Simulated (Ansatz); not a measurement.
Ideal-gas functions of C₂H₂O₃ (`O=COC=O`) at 600 K and 1 bar, from an Ansatz frequency run at PBE0-D4/def2-TZVP.

Molar mass 74.03 g/mol, point group C2 (symmetry number 2), electronic degeneracy 1, moments of inertia 42.472, 107.939, 145.943 u Å². Harmonic wavenumbers (cm⁻¹, unscaled): 103, 214, 218, 571, 824, 998, 1021, 1056, 1131, 1397, 1414, 1835, 1924, 3061, 3063.

Use S(trans) = R[1.5 ln M + 2.5 ln T − 1.1517]; rotational temperatures θ = 24.2544 K / I; S(rot) = R[ln(√π/σ · √(T³/θAθBθC)) + 1.5]; for each mode x = 1.438777 ν̃/T, S = R[x/(eˣ − 1) − ln(1 − e⁻ˣ)] and H = RT x/(eˣ − 1); 1 cm⁻¹ = 0.0119627 kJ/mol; R = 8.31446 J/(mol·K).

Q: By hand: the entropy, in J/(mol·K).

A: Translation 177.1. Rotation: θ = 0.5711, 0.2247, 0.1662 K, giving 107.2. Vibration, mode by mode: 19.96, 13.95, 13.80, 6.32, 3.88, 2.80, 2.68, 2.51, 2.17, 1.31, 1.27, 0.56, 0.47, 0.05, 0.04, in all 71.8. Electronic 0.0. Sum 356.1 J/(mol·K).

Q: By hand: H − E and G − E in kJ/mol, counted from the electronic energy.

A: Zero-point energy ½ × 18830 × 0.0119627 = 112.6; thermal vibration 22.1; translation, rotation and pV give 4 RT = 20.0. H − E = 154.7 kJ/mol, and G − E = 154.7 − 600 × 356.1/1000 = -59.0 kJ/mol.

Vibration gives 20 % of the entropy, 20.0 J/(mol·K) of it from the mode under 150 cm⁻¹: soft modes count most, and the harmonic formula is weakest for them. The sum counts one conformer and one mirror image; others add a mixing term.
